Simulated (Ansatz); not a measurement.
2H MoTe₂, treated with r²SCAN (Ansatz, a quantum-chemistry and plane-wave program, PAW).

Numerical settings: plane-wave cutoff 500 eV, 12×12×4 k mesh (along the axes of the cell as run), gaussian smearing 0.02 eV, no spin polarisation, scalar-relativistic PAW data made under PBE.

Computed at the level's own relaxed cell.

Question: Estimate the equilibrium volume per atom, lattice constant a, c axis length and band gap that the calculation returns.

Answer: 
equilibrium volume per atom: 26.99 Å³/atom
lattice constant a: 3.564 Å
c axis length: 14.724 Å
band gap: 1.06 eV (on the SCF k mesh)

Measured, for comparison: band gap 1.06 ± 0.01 eV (4 K, zero-point motion not removed, indirect, absorption from ellipsometry, single crystal; as tabulated in Gulo et al. (2023), doi:10.1103/physrevmaterials.7.044001); lattice constant a 3.518 Å, lattice parameter c 13.974 Å (300 K, no zero-point or thermal correction; as tabulated in arXiv:1605.07067). Computed (rounded) less measured: lattice constant a +1.3 %, lattice parameter c +5.4 %.

Note: the cell comes from a level without a dispersion term, which matters for the spacing of layers, chains or molecules; the cell has widely spaced layers and the level no dispersion term, so their spacing and the moduli can rest on weak binding.

Spin–orbit coupling is not included; with these elements it can move the gap by several tenths of an eV or more.

The computed numbers hold no vibrational or temperature effects.

Computing time: roughly 3 core-minutes.
